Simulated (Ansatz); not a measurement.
A nudged elastic band was laid between two geometries of FH3Si (5 atoms, charge 0, multiplicity 1).

Method: RKS PBE0/def2-TZVP (Ansatz 0.2.0).

| Item | Value |
| --- | --- |
| movable images | 9 |
| climbing image | yes |
| spring | 5.0 eV/Å² |
| optimiser | quadratic models (default) |
| start path | straight line |
| force threshold | 0.05 eV/Å |
| iteration limit | 60 |
| end points | relaxed |

Image 0:

```xyz
5
Properties=species:S:1:pos:R:3
Si 0.248 -0.012 0.176
H 0.233 0.012 1.657
H 1.640 0.012 -0.332
F -0.504 1.296 -0.356
H -0.472 -1.203 -0.334
```

Image 10:

```xyz
5
Properties=species:S:1:pos:R:3
Si 0.162 -0.004 -0.820
H 0.849 -0.271 1.194
H 1.432 0.065 0.813
F -0.644 1.331 -0.381
H -0.654 -1.015 0.004
```

Task: What changes between the two ends?

Result: Bonds broken: Si1–H2, Si1–H3. Bonds formed: H2–H3. FH3Si becomes FHSi + H2.

Task: Give the energies along the band, and the barrier.

Result: The run converged. The highest image is number 6 of 0 to 10, 66.2 kcal/mol above the first end and 14.6 kcal/mol above the last; the last end lies 51.6 kcal/mol above the first. Another band between the same ends (9 images) ends at a top of the same energy, where a vibrational analysis finds 1 clearly imaginary mode. The orbitals stay closed-shell, which can raise the energy where a bond breaks towards radicals; this wasn't checked here.

```
image  path coordinate (Å)  energy (kcal/mol)  Si1–H2 (Å)  Si1–H3 (Å)  H2–H3 (Å)
    0                 0.00                0.0        1.48        1.48       2.44
    1                 0.22                2.3        1.46        1.48       2.26
    2                 0.43               10.2        1.45        1.47       2.06
    3                 0.65               24.4        1.45        1.46       1.85
    4                 0.87               43.2        1.49        1.45       1.64
    5                 1.09               59.9        1.58        1.47       1.45
    6                 1.31               66.2        1.67        1.51       1.24
    7                 1.49               62.4        1.75        1.58       1.04
    8                 1.67               55.0        1.85        1.70       0.87
    9                 1.85               52.0        2.00        1.90       0.79
   10                 2.03               51.6        2.14        2.07       0.77
```

Task: What is the geometry of the highest image?

Result: 
```xyz
5
Properties=species:S:1:pos:R:3
Si 0.225 0.013 -0.439
H 0.627 -0.225 1.170
H 1.508 0.080 0.353
F -0.623 1.373 -0.302
H -0.592 -1.135 0.029
```

Run time: 45 s on 2 threads of Arm Neoverse V2 (shared host), peak memory 0.13 GiB.
